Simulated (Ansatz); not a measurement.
A nudged elastic band was laid between two geometries of BClFH (4 atoms, charge 0, multiplicity 1).

All numbers below come from RKS PBE0-D4/def2-SVP in Ansatz.

```yaml
movable_images: 5
climbing_image: yes
spring: 5.0 eV/Å²
optimiser: quadratic models (default)
start_path: through a guess of the saddle point
force_threshold: 0.05 eV/Å
iteration_limit: 60
end_points: relaxed
```

Initial state:

```xyz
4
Properties=species:S:1:pos:R:3
B 0.287 0.000 0.125
F 0.321 0.000 1.436
H 1.310 0.000 -0.507
Cl -1.263 0.000 -0.676
```

Final state:

```xyz
4
Properties=species:S:1:pos:R:3
B -0.458 0.000 -0.427
F 1.816 0.000 1.435
H 1.116 0.000 0.809
Cl -1.818 0.000 -1.438
```

Question: Which bonds break or form, and what moves?

Answer: Bonds broken: B1–F2, B1–H3. Bonds formed: F2–H3. BClFH becomes BCl + FH.

Question: Give the energies along the band, and the barrier.

Answer: The run converged. The highest image is number 3 of 0 to 6, 112.0 kcal/mol above the first end and 9.4 kcal/mol above the last; the last end lies 102.6 kcal/mol above the first. Neighbouring images differ by up to 2.6 eV, so the band resolves the path poorly. A vibrational analysis at the climbing image gives one clearly imaginary mode, 1010i cm⁻¹: a first-order saddle point. The orbitals stay closed-shell, which can raise the energy where a bond breaks towards radicals; this wasn't checked here.

```
image  path coordinate (Å)  energy (kcal/mol)  B1–F2 (Å)  B1–H3 (Å)  F2–H3 (Å)
    0                 0.00                0.0       1.31       1.20       2.18
    1                 0.41               18.6       1.34       1.19       1.81
    2                 0.83               78.3       1.55       1.22       1.43
    3                 1.24              112.0       1.88       1.41       1.10
    4                 1.87              103.7       2.54       1.90       0.94
    5                 2.50              103.0       2.81       1.97       0.94
    6                 3.13              102.6       2.94       2.00       0.94
```

Question: What is the geometry of the highest image?

Answer: 
```xyz
4
Properties=species:S:1:pos:R:3
B 0.157 0.000 -0.552
F 0.742 0.000 1.237
H 1.297 0.000 0.283
Cl -1.540 0.000 -0.591
```

Run time: 94 s on 1 thread of Arm Neoverse V1 (shared host), peak memory 0.098 GiB.
